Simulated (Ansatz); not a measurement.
# CH7AlSi: ionisation energy by level of theory

The task here is to estimate one member of a computed series from the others.

The runs use Ansatz 0.2.0, Gaussian basis; unrestricted cation, the program's frozen cores in correlated methods.

Plan: UKS PBE-D4/def2-TZVPP; UKS r2SCAN-D4/def2-TZVPP; UKS PBE0-D4/def2-TZVPP; UKS B3LYP-D4/def2-TZVPP; UKS wB97X-V/def2-TZVPP; UKS wB97M-V/def2-TZVPP; UKS B2PLYP/def2-TZVPP; UHF-MP2/def2-TZVPP; UHF-MP2/def2-QZVPP; then −ε(HOMO) from the neutral's earlier runs with LDA (SPW92), PBE-D4, revPBE-D4, BLYP-D4, r2SCAN-D4, B97M-V, PBE0-D4, B3LYP-D4, r2SCANh-D4, r2SCAN0-D4, HSE06-D4, BHLYP-D4, CAM-B3LYP-D4, LC-ωPBE, ωB97X-V, ωB97M-V.

1 further run of the same task is left out (it didn't finish).

### Structure used throughout

An earlier PBE0-D4 in a triple-zeta def2 set relaxation fixed the geometry.

SMILES `[CH3][AlH][SiH3]`, 10 atoms, charge 0, spin multiplicity 1.

Atoms are counted from 1 here; the program's logs count them from 0.

Bond lengths: C1–Al2 1.953 Å, C1–H4 1.096 Å, C1–H5 1.092 Å, C1–H6 1.096 Å, Al2–Si3 2.461 Å, Al2–H7 1.593 Å, Si3–H8 1.494 Å, Si3–H9 1.494 Å, Si3–H10 1.490 Å. Angles: Al2–C1–H4 110.5°, Al2–C1–H5 113.7°, Al2–C1–H6 110.2°, H4–C1–H5 108.0°, H4–C1–H6 106.2°, H5–C1–H6 107.9°, C1–Al2–Si3 120.6°, C1–Al2–H7 118.9°, Si3–Al2–H7 120.4°, Al2–Si3–H8 110.9°, Al2–Si3–H9 110.7°, Al2–Si3–H10 114.1°, H8–Si3–H9 106.3°, H8–Si3–H10 107.2°, H9–Si3–H10 107.2°.

Set-up of the first run:

The input, in.yaml:

```yaml
crystal:
  periodic: [false, false, false]
  atoms:
    - {symbol: C, position_ang: [-1.428446, 0.967154, -0.792407]}
    - {symbol: Al, position_ang: [0.409065, 0.309455, -0.720919]}
    - {symbol: Si, position_ang: [1.161657, -1.107311, 1.145404]}
    - {symbol: H, position_ang: [-1.909213, 0.659339, -1.727475]}
    - {symbol: H, position_ang: [-2.050649, 0.624124, 0.036631]}
    - {symbol: H, position_ang: [-1.438018, 2.062980, -0.790387]}
    - {symbol: H, position_ang: [1.416903, 0.709211, -1.887736]}
    - {symbol: H, position_ang: [0.334884, -2.347617, 1.241011]}
    - {symbol: H, position_ang: [1.000200, -0.395030, 2.448503]}
    - {symbol: H, position_ang: [2.586617, -1.533604, 1.050372]}
basis:
  gaussian: {orbitals: def2-TZVPP}
total_charge: 1
magnetization: {spin_polarized: true, initial_magnetization: 1}
hamiltonian: {xc: pbe, dispersion: d4}
```

Steps of the session up to this table: Cation, UKS PBE-D4/def2-TZVPP; Cation, UKS r2SCAN-D4/def2-TZVPP; Cation, UKS PBE0-D4/def2-TZVPP; Cation, UKS B3LYP-D4/def2-TZVPP; Cation, UKS wB97X-V/def2-TZVPP; Cation, UKS wB97M-V/def2-TZVPP; Cation, UKS B2PLYP (frozen core)/def2-TZVPP; Cation, UHF-MP2/def2-TZVPP; Cation, UHF-MP2/def2-QZVPP.

One of the session's tables, all rows but one given; the rest of the session is left out.

Orbital estimates, from the neutral's runs:

| functional | −ε(HOMO) (eV) |
| --- | --- |
| LDA (SPW92) | 6.34 |
| PBE-D4 | 6.27 |
| revPBE-D4 | 6.24 |
| BLYP-D4 | 6.13 |
| r2SCAN-D4 | 6.51 |
| B97M-V | 6.59 |
| PBE0-D4 | 7.35 |
| B3LYP-D4 | 7.16 |
| r2SCANh-D4 | 6.90 |
| r2SCAN0-D4 | ? |
| HSE06-D4 | 6.95 |
| BHLYP-D4 | 8.33 |
| CAM-B3LYP-D4 | 8.61 |
| LC-ωPBE | 9.92 |
| ωB97X-V | 9.60 |
| ωB97M-V | 9.35 |

Q: Estimate the row for r2SCAN0-D4 from the others.

Worked estimate for «−ε(HOMO) (eV)». Against the share of exact exchange, r2SCAN-D4 (0, 6.51), r2SCANh-D4 (0.1, 6.90) give a slope of 3.90 per unit share; at 0.25 the line stands at 7.48.

**Answer.** −ε(HOMO) (eV): 7.50. In «−ε(HOMO) (eV)» the line misses by -0.02.
